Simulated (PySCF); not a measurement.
Gas-phase reaction: Si(CH3)4 + 2 H3SiCCH ⇌ 3 (CH3)2Si + 2 CH

Computed with PySCF (xtb for GFN2) and rigid-rotor harmonic-oscillator thermochemistry at 1 bar. † marks an energy on the PBE0/def2-TZVP geometry and frequencies; other levels use their own. Open shells (unrestricted): CH (multiplicity 2, electronic degeneracy 4); the rest are closed-shell singlets. GFN2 has no spin-polarisation term. Spin-orbit splitting is ignored; it lowers the true energy and changes the entropy of CH. B3LYP is the form with VWN-RPA correlation. No R ln 2 is added for the mirror-image form of (CH3)2Si. (CH3)2Si: computed as isolated molecules; such fragments, hydroxides, amides, oligomers or adducts are transient or little studied in the gas. The harmonic model lacks anharmonicity and excited electronic states, which grow with temperature; levels with a mode under 35 cm⁻¹ are left out. Internal rotation in Si(CH3)4, (CH3)2Si is treated as a harmonic vibration of one conformer, which makes the entropy rough. Warning, spin contamination: CH (B3LYP/def2-TZVP†, PBE/def2-SVP, PBE/def2-TZVP†, PBE0/def2-SVP†, r2SCAN/def2-TZVP†, LDA/def2-TZVP†, ωB97X-V/def2-TZVP†).

| level | ΔE electronic, kJ | ΔH°(298 K), kJ | ΔS°(298 K), J/K | ΔG°(1800 K), kJ |
|---|---|---|---|---|
| B3LYP/def2-TZVP† | 1344 | 1334 | 364 | 694 |
| GFN2-xTB | 1507 | 1510 | 363 | 896 |
| PBE/def2-SVP | 1386 | 1376 | 364 | 737 |
| PBE/def2-TZVP† | 1378 | 1369 | 364 | 729 |
| PBE0/def2-SVP† | 1366 | 1357 | 364 | 717 |
| r2SCAN/def2-TZVP† | 1403 | 1393 | 364 | 754 |
| LDA/def2-TZVP† | 1517 | 1508 | 364 | 868 |
| ωB97X-V/def2-TZVP† | 1378 | 1369 | 364 | 729 |
ΔH° is lowest at B3LYP/def2-TZVP† and highest at GFN2-xTB. No reference value is set beside these.
